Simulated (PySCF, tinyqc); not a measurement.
Worked calculation: CCD on RHF in the sto-3g basis, for HF, spin multiplicity 1. The lowest restricted solution is unstable here: a spin-polarised one lies 0.0216 hartree lower (PySCF). Computed by tinyqc, a small Python program that keeps every step (integrals from PySCF). Settings: charge = 0, multiplicity = 1, basis = sto-3g, method = RHF, energy threshold = 1e-10, iteration cap = 75, orthogonalisation = symmetric, start = Wolfsberg-Helmholz matrix, DIIS depth = 6, amplitude equations = CCD, DIIS depth for amplitudes = 4, cap on updates = 71. Command: `OMP_NUM_THREADS=1 python tinyqc.py 27484 27485 out.jsonl` (the two numbers bound the seeds that draw the settings). One thread of a shared host (Intel(R) Xeon(R) Processor @ 2.60GHz), about 0.08 s of CPU time with the checks. The early iterations of the SCF are left out here.

## One-electron integrals

Geometry (angstrom):
```
atom         x         y         z
F     0.000000  0.000000  0.000000
H     0.000000  0.000000  1.364000
```

Basis sto-3g: exponents (1/bohr^2) and contraction coefficients of normalised primitives:
```
element  l (shell)    exponent  coefficient
F            s (1)  166.679130     0.154329
F            s (1)   30.360812     0.535328
F            s (1)    8.216821     0.444635
F            s (2)    6.464803    -0.099967
F            s (2)    1.502281     0.399513
F            s (2)    0.488588     0.700115
F            p (3)    6.464803     0.155916
F            p (3)    1.502281     0.607684
F            p (3)    0.488588     0.391957
H            s (1)    3.425251     0.154329
H            s (1)    0.623914     0.535328
H            s (1)    0.168855     0.444635
```

Overlap, kinetic and nuclear-attraction integrals over the contracted functions; the nuclear repulsion is the sum of Za Zb / Rab.

nuclear repulsion = 3.49163849 hartree

overlap S, order 1F 1s, 1F 2s, 1F 2px, 1F 2py, 1F 2pz, 2H 1s:
$$\begin{pmatrix}
1.000000 & 0.237990 & 0.000000 & 0.000000 & 0.000000 & 0.017264 \\
0.237990 & 1.000000 & 0.000000 & 0.000000 & 0.000000 & 0.211023 \\
0.000000 & 0.000000 & 1.000000 & 0.000000 & 0.000000 & 0.000000 \\
0.000000 & 0.000000 & 0.000000 & 1.000000 & 0.000000 & 0.000000 \\
0.000000 & 0.000000 & 0.000000 & 0.000000 & 1.000000 & 0.191250 \\
0.017264 & 0.211023 & 0.000000 & 0.000000 & 0.191250 & 1.000000
\end{pmatrix}$$

kinetic energy T (hartree), order 1F 1s, 1F 2s, 1F 2px, 1F 2py, 1F 2pz, 2H 1s:
$$\begin{pmatrix}
36.984577 & -0.212858 & 0.000000 & 0.000000 & 0.000000 & -0.005618 \\
-0.212858 & 1.037995 & 0.000000 & 0.000000 & 0.000000 & -0.003553 \\
0.000000 & 0.000000 & 3.248015 & 0.000000 & 0.000000 & 0.000000 \\
0.000000 & 0.000000 & 0.000000 & 3.248015 & 0.000000 & 0.000000 \\
0.000000 & 0.000000 & 0.000000 & 0.000000 & 3.248015 & 0.046208 \\
-0.005618 & -0.003553 & 0.000000 & 0.000000 & 0.046208 & 0.760032
\end{pmatrix}$$

nuclear attraction V (hartree), order 1F 1s, 1F 2s, 1F 2px, 1F 2py, 1F 2pz, 2H 1s:
$$\begin{pmatrix}
-77.397539 & -9.269139 & 0.000000 & 0.000000 & -0.006805 & -0.688337 \\
-9.269139 & -11.929096 & 0.000000 & 0.000000 & -0.085013 & -1.740265 \\
0.000000 & 0.000000 & -11.823261 & 0.000000 & 0.000000 & 0.000000 \\
0.000000 & 0.000000 & 0.000000 & -11.823261 & 0.000000 & 0.000000 \\
-0.006805 & -0.085013 & 0.000000 & 0.000000 & -11.863455 & -1.332831 \\
-0.688337 & -1.740265 & 0.000000 & 0.000000 & -1.332831 & -4.693193
\end{pmatrix}$$

core Hamiltonian H = T + V (hartree), order 1F 1s, 1F 2s, 1F 2px, 1F 2py, 1F 2pz, 2H 1s:
$$\begin{pmatrix}
-40.412963 & -9.481997 & 0.000000 & 0.000000 & -0.006805 & -0.693956 \\
-9.481997 & -10.891101 & 0.000000 & 0.000000 & -0.085013 & -1.743818 \\
0.000000 & 0.000000 & -8.575246 & 0.000000 & 0.000000 & 0.000000 \\
0.000000 & 0.000000 & 0.000000 & -8.575246 & 0.000000 & 0.000000 \\
-0.006805 & -0.085013 & 0.000000 & 0.000000 & -8.615440 & -1.286624 \\
-0.693956 & -1.743818 & 0.000000 & 0.000000 & -1.286624 & -3.933161
\end{pmatrix}$$

## Two-electron integrals

Functions are numbered as in S; the eight-fold symmetry (ij|kl) = (ji|kl) = (kl|ij) leaves the list below.

Two-electron integrals (ij|kl) in chemists' order, unique and non-zero (hartree):
```
(11|11) 5.403501   (21|11) 0.841920   (21|21) 0.156299   (22|11) 1.268028
(22|21) 0.292344   (22|22) 0.926167   (31|31) 0.027998   (32|31) 0.043169
(32|32) 0.204588   (33|11) 1.264502   (33|21) 0.292403   (33|22) 0.925959
(33|33) 0.997514   (41|41) 0.027998   (42|41) 0.043169   (42|42) 0.204588
(43|43) 0.053770   (44|11) 1.264502   (44|21) 0.292403   (44|22) 0.925959
(44|33) 0.889973   (44|44) 0.997514   (51|51) 0.027998   (52|51) 0.043169
(52|52) 0.204588   (53|53) 0.053770   (54|54) 0.053770   (55|11) 1.264502
(55|21) 0.292403   (55|22) 0.925959   (55|33) 0.889973   (55|44) 0.889973
(55|55) 0.997514   (61|11) 0.061781   (61|21) 0.011382   (61|22) 0.021189
(61|33) 0.021160   (61|44) 0.021160   (61|51) 0.000434   (61|52) 0.000824
(61|55) 0.021251   (61|61) 0.000836   (62|11) 0.178025   (62|21) 0.041688
(62|22) 0.150136   (62|33) 0.147895   (62|44) 0.147895   (62|51) 0.002781
(62|52) 0.023105   (62|55) 0.154468   (62|61) 0.003081   (62|62) 0.031681
(63|31) 0.004097   (63|32) 0.025319   (63|53) 0.004687   (63|63) 0.004436
(64|41) 0.004097   (64|42) 0.025319   (64|54) 0.004687   (64|64) 0.004436
(65|11) 0.130360   (65|21) 0.030891   (65|22) 0.119293   (65|33) 0.114479
(65|44) 0.114479   (65|51) 0.005858   (65|52) 0.042280   (65|55) 0.128786
(65|61) 0.002361   (65|62) 0.031052   (65|65) 0.034730   (66|11) 0.385091
(66|21) 0.091596   (66|22) 0.381441   (66|33) 0.370903   (66|44) 0.370903
(66|51) 0.006453   (66|52) 0.077076   (66|55) 0.402268   (66|61) 0.006784
(66|62) 0.110694   (66|65) 0.127449   (66|66) 0.774606
```

## Orthogonalisation

S = U s U^T; symmetric (Loewdin) form X = U s^(-1/2) U^T, so that X^T S X = 1.

eigenvalues of S: [0.661033, 0.860273, 1.000000, 1.000000, 1.122957, 1.355737]

X, order 1F 1s, 1F 2s, 1F 2px, 1F 2py, 1F 2pz, 2H 1s:
$$\begin{pmatrix}
1.022469 & -0.125664 & 0.000000 & 0.000000 & -0.001986 & 0.011470 \\
-0.125664 & 1.040891 & 0.000000 & 0.000000 & 0.016534 & -0.113761 \\
0.000000 & 0.000000 & 1.000000 & 0.000000 & 0.000000 & 0.000000 \\
0.000000 & 0.000000 & 0.000000 & 1.000000 & 0.000000 & 0.000000 \\
-0.001986 & 0.016534 & 0.000000 & 0.000000 & 1.014596 & -0.100861 \\
0.011470 & -0.113761 & 0.000000 & 0.000000 & -0.100861 & 1.032660
\end{pmatrix}$$

## Iteration 6 (converged): orbitals

converged F (hartree), order 1F 1s, 1F 2s, 1F 2px, 1F 2py, 1F 2pz, 2H 1s:
$$\begin{pmatrix}
-25.922753 & -6.626234 & 0.000000 & 0.000000 & -0.012708 & -0.491398 \\
-6.626234 & -3.013238 & 0.000000 & 0.000000 & -0.011007 & -0.510690 \\
0.000000 & 0.000000 & -0.464833 & 0.000000 & 0.000000 & 0.000000 \\
0.000000 & 0.000000 & 0.000000 & -0.464833 & 0.000000 & 0.000000 \\
-0.012708 & -0.011007 & 0.000000 & 0.000000 & -0.187467 & -0.377886 \\
-0.491398 & -0.510690 & 0.000000 & 0.000000 & -0.377886 & -0.230059
\end{pmatrix}$$

Diagonalise F' = X^T F X, C = X C', fill 5 alpha and 5 beta electrons from the bottom; D = 2 C_occ C_occ^T. Each column has its largest component positive (the first on a tie).

F' = X^T F X (hartree):
$$\begin{pmatrix}
-25.455577 & -3.387454 & 0.000000 & 0.000000 & -0.026258 & -0.019147 \\
-3.387454 & -1.835644 & 0.000000 & 0.000000 & 0.045831 & -0.253237 \\
0.000000 & 0.000000 & -0.464833 & 0.000000 & 0.000000 & 0.000000 \\
0.000000 & 0.000000 & 0.000000 & -0.464833 & 0.000000 & 0.000000 \\
-0.026258 & 0.045831 & 0.000000 & 0.000000 & -0.117282 & -0.364981 \\
-0.019147 & -0.253237 & 0.000000 & 0.000000 & -0.364981 & -0.085511
\end{pmatrix}$$

orbital energies (hartree): MO1 -25.931918, MO2 -1.406353, MO3 -0.464833, MO4 -0.464833, MO5 -0.447621, MO6 0.291878

coefficients C, order 1F 1s, 1F 2s, 1F 2px, 1F 2py, 1F 2pz, 2H 1s:
$$\begin{pmatrix}
0.995034 & -0.260238 & 0.000000 & 0.000000 & 0.040912 & 0.043362 \\
0.020257 & 1.008017 & 0.000000 & 0.000000 & -0.206941 & -0.230496 \\
0.000000 & 0.000000 & -0.097994 & 0.995187 & 0.000000 & 0.000000 \\
0.000000 & 0.000000 & 0.995187 & 0.097994 & 0.000000 & 0.000000 \\
0.000924 & 0.013649 & 0.000000 & 0.000000 & 0.685967 & -0.754398 \\
-0.002383 & 0.081235 & 0.000000 & 0.000000 & 0.616587 & 0.838360
\end{pmatrix}$$

D after iteration 6, order 1F 1s, 1F 2s, 1F 2px, 1F 2py, 1F 2pz, 2H 1s:
$$\begin{pmatrix}
2.118979 & -0.501267 & 0.000000 & 0.000000 & 0.050864 & 0.003429 \\
-0.501267 & 2.118665 & 0.000000 & 0.000000 & -0.256355 & -0.091518 \\
0.000000 & 0.000000 & 2.000000 & 0.000000 & 0.000000 & 0.000000 \\
0.000000 & 0.000000 & 0.000000 & 2.000000 & 0.000000 & 0.000000 \\
0.050864 & -0.256355 & 0.000000 & 0.000000 & 0.941476 & 0.848130 \\
0.003429 & -0.091518 & 0.000000 & 0.000000 & 0.848130 & 0.773570
\end{pmatrix}$$

Within a degenerate level the vectors are fixed only up to a rotation; this is one choice.

## Convergence

Stop when the energy changes by less than 1e-10 hartree and every element of the error matrix X^T (F D S - S D F) X is below 3e-06.

Course of the cycle:
```
iteration   E (hartree)     change  largest element of the error matrix
1          -98.09888370          -                             4.32e-01
2          -98.46246641  -3.64e-01                             6.34e-02
3          -98.46521321  -2.75e-03                             7.11e-03
4          -98.46527031  -5.71e-05                             8.97e-04
5          -98.46527111  -8.03e-07                             6.81e-06
6          -98.46527111  -5.47e-11                             9.81e-08
```

PySCF RHF in the same basis = -98.46527111 hartree

Converged in 6 iterations.

## Integrals over molecular orbitals

(pq|rs) = sum C_ip C_jq C_kr C_ls (ij|kl), one index at a time.

one-electron integrals over orbitals h = C^T H C (hartree):
$$\begin{pmatrix}
-40.395853 & 0.726997 & 0.000000 & 0.000000 & -0.107372 & -0.118880 \\
0.726997 & -9.117580 & 0.000000 & 0.000000 & 0.437470 & 0.659787 \\
0.000000 & 0.000000 & -8.575246 & 0.000000 & 0.000000 & 0.000000 \\
0.000000 & 0.000000 & 0.000000 & -8.575246 & 0.000000 & 0.000000 \\
-0.107372 & 0.437470 & 0.000000 & 0.000000 & -6.577426 & 2.375347 \\
-0.118880 & 0.659787 & 0.000000 & 0.000000 & 2.375347 & -5.910837
\end{pmatrix}$$

Two-electron integrals over orbitals (pq|rs), unique and non-zero (hartree):
```
(11|11) 5.364845    (21|11) -0.525433   (21|21) 0.081094    (22|11) 1.241492
(22|21) -0.023281   (22|22) 0.879250    (31|31) 0.029523    (32|31) 0.040314
(32|32) 0.191152    (33|11) 1.264029    (33|21) -0.015231   (33|22) 0.899287
(33|33) 0.997514    (41|41) 0.029523    (42|41) 0.040314    (42|42) 0.191152
(43|43) 0.053770    (44|11) 1.264029    (44|21) -0.015231   (44|22) 0.899287
(44|33) 0.889973    (44|44) 0.997514    (51|11) 0.081861    (51|21) -0.012360
(51|22) 0.004944    (51|33) 0.002425    (51|44) 0.002425    (51|51) 0.016291
(52|11) -0.104372   (52|21) 0.004053    (52|22) -0.045238   (52|33) -0.058449
(52|44) -0.058449   (52|51) 0.020449    (52|52) 0.126499    (53|31) -0.005706
(53|32) -0.023176   (53|53) 0.032776    (54|41) -0.005706   (54|42) -0.023176
(54|54) 0.032776    (55|11) 0.858209    (55|21) -0.008141   (55|22) 0.670871
(55|33) 0.656771    (55|44) 0.656771    (55|51) -0.001440   (55|52) -0.008405
(55|55) 0.652902    (61|11) 0.087659    (61|21) -0.013929   (61|22) 0.002798
(61|33) 0.002605    (61|44) 0.002605    (61|51) -0.013087   (61|52) -0.022560
(61|55) 0.004207    (61|61) 0.018457    (62|11) -0.127643   (62|21) 0.003527
(62|22) -0.071028   (62|33) -0.071027   (62|44) -0.071027   (62|51) -0.019904
(62|52) -0.083189   (62|55) -0.019875   (62|61) 0.019457    (62|62) 0.091277
(63|31) -0.005783   (63|32) -0.023816   (63|53) -0.023744   (63|63) 0.028362
(64|41) -0.005783   (64|42) -0.023816   (64|54) -0.023744   (64|64) 0.028362
(65|11) -0.438589   (65|21) 0.007261    (65|22) -0.256540   (65|33) -0.260598
(65|44) -0.260598   (65|51) 0.001248    (65|52) 0.071176    (65|55) -0.086464
(65|61) -0.004136   (65|62) 0.029697    (65|65) 0.247521    (66|11) 0.821542
(66|21) -0.008742   (66|22) 0.626104    (66|33) 0.612489    (66|44) 0.612489
(66|51) 0.008566    (66|52) 0.038568    (66|55) 0.635724    (66|61) -0.006295
(66|62) -0.047992   (66|65) -0.029294   (66|66) 0.658185
```

## CCD: starting amplitudes

t_ij^ab = <ij||ab> / (e_i + e_j - e_a - e_b), whose energy is MP2.

Starting amplitudes (spin orbitals 1a, 1b, ...; amplitudes related by a flip of all spins are not repeated):
```
from      to          t
5a 5b  6a 6b  -0.167358
2a 2b  6a 6b  -0.026874
4a 4b  6a 6b  -0.018740
3a 3b  6a 6b  -0.018740
2a 5b  6a 6b  -0.012182
1a 2b  6a 6b  -0.000697
1a 1b  6a 6b  -0.000352
1a 5b  6a 6b   0.000153
```

correlation energy = -0.04569901 hartree

## CCD: amplitude update 1

t_ij^ab D_ij^ab are set to the remaining terms of the spin-orbital equations, evaluated with the old amplitudes; for the doubles these are <ij||ab> + 1/2 <ab||ef> t_ij^ef + 1/2 <mn||ij> t_mn^ab + P(ij)P(ab) <mb||ej> t_im^ae + terms in t^2, D the orbital-energy denominators.

Amplitudes after update 1 (spin orbitals 1a, 1b, ...; amplitudes related by a flip of all spins are not repeated):
```
from      to          t
5a 5b  6a 6b  -0.243319
2a 2b  6a 6b  -0.025028
2a 5b  6a 6b  -0.020819
4a 4b  6a 6b  -0.019951
3a 3b  6a 6b  -0.019951
1a 2b  6a 6b  -0.000537
1a 1b  6a 6b  -0.000237
1a 5b  6a 6b   0.000033
```

correlation energy = -0.06490479 hartree

## CCD: amplitude update 2

As before.

Amplitudes after update 2 (spin orbitals 1a, 1b, ...; amplitudes related by a flip of all spins are not repeated):
```
from      to          t
5a 5b  6a 6b  -0.276418
2a 5b  6a 6b  -0.024766
2a 2b  6a 6b  -0.021994
4a 4b  6a 6b  -0.019072
3a 3b  6a 6b  -0.019072
1a 2b  6a 6b  -0.000476
1a 1b  6a 6b  -0.000222
1a 5b  6a 6b  -0.000020
```

correlation energy = -0.07300222 hartree

## CCD: amplitude update 3

t_ij^ab D_ij^ab are set to the remaining terms of the spin-orbital equations, evaluated with the old amplitudes; for the doubles these are <ij||ab> + 1/2 <ab||ef> t_ij^ef + 1/2 <mn||ij> t_mn^ab + P(ij)P(ab) <mb||ej> t_im^ae + terms in t^2, D the orbital-energy denominators. DIIS then mixes the stored amplitudes.

DIIS coefficients: [-0.745452, 1.745452]

Amplitudes after update 3 (spin orbitals 1a, 1b, ...; amplitudes related by a flip of all spins are not repeated):
```
from      to          t
5a 5b  6a 6b  -0.301068
2a 5b  6a 6b  -0.027590
2a 2b  6a 6b  -0.019179
4a 4b  6a 6b  -0.017902
3a 3b  6a 6b  -0.017902
1a 2b  6a 6b  -0.000441
1a 1b  6a 6b  -0.000217
1a 5b  6a 6b  -0.000059
```

correlation energy = -0.07894631 hartree

## CCD: convergence

E_corr = 1/4 sum <ij||ab> t_ij^ab; stop when the norm of the change is below 1e-8.

Course of the amplitude iterations:
```
update  correlation energy (hartree)  norm of the change
0                        -0.04569901                   -
1                        -0.06490479            1.54e-01
2                        -0.07300222            6.75e-02
3                        -0.07894631            2.89e-02
4                        -0.07883366            5.59e-04
5                        -0.07887221            1.51e-04
6                        -0.07885913            6.48e-05
7                        -0.07885920            4.22e-06
8                        -0.07885926            6.99e-07
9                        -0.07885926            2.80e-08
10                       -0.07885926            4.01e-09
```

Converged amplitudes (spin orbitals 1a, 1b, ...; amplitudes related by a flip of all spins are not repeated):
```
from      to          t
5a 5b  6a 6b  -0.300805
2a 5b  6a 6b  -0.027469
2a 2b  6a 6b  -0.019147
4a 4b  6a 6b  -0.017693
3a 3b  6a 6b  -0.017693
1a 2b  6a 6b  -0.000444
1a 1b  6a 6b  -0.000218
1a 5b  6a 6b  -0.000059
```

CCD total energy = -98.54413037 hartree

Converged in 10 updates, with DIIS from the third.
